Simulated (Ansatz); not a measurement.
System: 1T (CdI2-type) ZrSe2. Method: rVV10 in Ansatz (plane waves, PAW).

Rigid layers of the crystal as relaxed at this level are moved apart or together:

```csv
run,k mesh,layer repeat (Å),energy against free layers (meV/Å²),gap on the mesh (eV)
1,12×12×6,5.84,-20.55,0.000
2,12×12×6,5.99,-23.37,0.000
3,12×12×6,6.14,-24.35,0.188
4,12×12×6,6.34,-23.85,0.347
5,12×12×6,6.64,-21.10,0.374
6,12×12×6,7.14,-15.33,0.418
7,12×12×4,8.14,-7.31,0.471
8,12×12×4,10.14,-2.13,0.495
```

The lowest energy of these points lies at a layer repeat of 6.14 Å.

Spin–orbit coupling is not included.

Ansatz is a program for electronic structure.
